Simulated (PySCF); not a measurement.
# Al2: from the state search to spectroscopic constants

One table from this session's results is given with a row withheld; the runs are named, their logs left out.

Computed with PySCF 2.14.0. Level: Al def2-TZVPPD, no relativity.

Set-up of the first run:

Settings of the job:

```yaml
atoms: Al, Al
charge: 0
basis: Al def2-TZVPPD
Hamiltonian: no relativity
basis_functions: 96
electrons_treated: 26
masses_in_u: 26.9815, 26.9815
levels: PBE0, PBE, r²SCAN, M06-L, revPBE, M06-2X, r²SCANh, TPSSh, LC-ωPBE, HF, MP2, SCS-MP2, CCSD, CCSD(T)
grid: 80 radial by 434 angular points
occupations: held fixed by the projection of orbital angular momentum
dissociation_limit: Al + Al, each in its ground configuration
starting_distance_in_angstrom: 2.390
values_of_2S_to_try: 0, 2
```

Launch:

```bash
$ OMP_NUM_THREADS=2 python dia.py task.json out
```

Among the steps run: Set-up; The PBE0 curve of the state that the search chose; Other states along the same grid; PBE (GGA); r²SCAN (meta-GGA); M06-L; revPBE (GGA); M06-2X (hybrid meta-GGA); r²SCANh; TPSSh (hybrid meta-GGA); LC-ωPBE (range-separated hybrid); UHF (mean field); MP2 and coupled cluster.

One table of the session follows, with a row left open; its other results are not shown here.

Energy (eV) from each level's lowest point:

```
R (Å)    UHF  UHF-MP2  UHF-SCS-MP2  UHF-CCSD  UHF-CCSD(T)
2.352  0.487    0.415        0.406       n/a          n/a
2.462  0.228    0.177        0.170     0.181        0.180
2.571  0.079    0.049        0.045     0.053        0.052
2.653  0.022    0.007        0.005     0.009        0.009
2.735  0.000    0.000        0.000     0.000        0.000
2.817      ?        ?            ?         ?            ?
2.926  0.044    0.075        0.082     0.068        0.069
3.063  0.129    0.179        0.190     0.165        0.165
3.227  0.264    0.331        0.350     0.308        0.306
3.446  0.474    0.554        0.584       n/a          n/a
```

Estimate the missing values for R (Å) = 2.817.

Worked estimate for «UHF». A straight line through the neighbours (2.735, 0.000) and (2.926, 0.044) gives 0.000 + (0.044 − 0.000) × (2.817 − 2.735) / (2.926 − 2.735) = 0.019; a parabola fitted to 4 rows on both sides gives 0.007.

**Answer.** UHF: 0.005; UHF-MP2: 0.019; UHF-SCS-MP2: 0.022; UHF-CCSD: 0.017; UHF-CCSD(T): 0.017. In «UHF» the line misses by +0.014 and the parabola by +0.002.

To keep in mind: Lowest PBE0 solution found, without spin–orbit coupling: ³Πu (triplet), unpaired electrons σ ↑, π ↑. Warnings in the runs' records: inverted.
